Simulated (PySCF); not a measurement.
Compound: carbonyl fluoride, CF₂O.
Structure used (PBE0-D3(BJ)/def2-SVP), in Å, numbered top down from 1:
```
atom  x, y, z in Å
O1    -0.3473    1.0568    0.7936
C2    -0.0629    0.0280    0.3117
F3     0.9437   -0.7310    0.6569
F4    -0.6988   -0.5626   -0.6650
```

Level: CAM-B3LYP/def2-SVPD in PySCF, non-relativistic, on one gas-phase PBE0-D3(BJ)/def2-SVP geometry that isn't relaxed in the solvent. The solvent is an IEF-PCM continuum (cavity from Bondi-type radii × 1.2), and excitations are vertical TDDFT with non-equilibrium linear response and a frozen core. Specific hydrogen bonds and non-electrostatic terms are outside this model.

Gas-phase singlets (H = HOMO, L = LUMO):

```
state  E (eV)  λ (nm)      f  leading configuration
   S1   7.103     175  0.000                H→L 99%
   S2   9.235     134  0.031              H→L+1 94%
   S3  10.142     122  0.181              H-1→L 87%
   S4  10.334     120  0.007            H-1→L+1 94%
   S5  10.636     117  0.000              H-2→L 99%
```

Task: Give the list for chloroform (ε = 4.711), n² = 2.09.

Result: 
```json
{"state": "S1", "E (eV)": "7.191", "λ (nm)": "172", "f": "0.000", "leading configuration": "H→L 99%", "change by rank (eV)": "+0.088"}
{"state": "S2", "E (eV)": "9.361", "λ (nm)": "132", "f": "0.040", "leading configuration": "H→L+1 94%", "change by rank (eV)": "+0.126"}
{"state": "S3", "E (eV)": "10.064", "λ (nm)": "123", "f": "0.228", "leading configuration": "H-1→L 89%", "change by rank (eV)": "-0.078"}
{"state": "S4", "E (eV)": "10.423", "λ (nm)": "119", "f": "0.010", "leading configuration": "H-1→L+1 94%", "change by rank (eV)": "+0.089"}
{"state": "S5", "E (eV)": "10.595", "λ (nm)": "117", "f": "0.000", "leading configuration": "H-2→L 99%", "change by rank (eV)": "-0.041"}
```

Task: The ground-state energy changes by -0.069 eV from gas to chloroform. By how much does the total energy of gas-phase S1 change?

Result: E(S1) = E(S0) + excitation energy, so it changes by -0.069 + 0.088 = +0.019 eV: it isn't lowered at all, while the ground state is. This is the vertical state, with the slow part of the continuum still set for S0.

Task: How do the frontier levels move from gas to chloroform?

Result: 
```tsv
orbital	gas (eV)	solvent (eV)	change (eV)
LUMO+2	2.92	2.93	+0.01
LUMO+1	0.73	0.89	+0.16
LUMO	0.56	0.66	+0.10
HOMO	-12.07	-12.05	+0.02
HOMO-1	-13.25	-13.18	+0.07
HOMO-2	-15.07	-14.93	+0.14
HOMO-3	-15.37	-15.32	+0.05
```

The HOMO–LUMO gap goes from 12.63 to 12.71 eV.

Time: 2.9 s wall; peak memory 0.39 GiB. Hardware: one thread, Intel Xeon Platinum 8252C at 3.80 GHz (x86_64), no GPU (shared host). This is the whole response run at CAM-B3LYP/def2-SVPD in chloroform, SCF included.
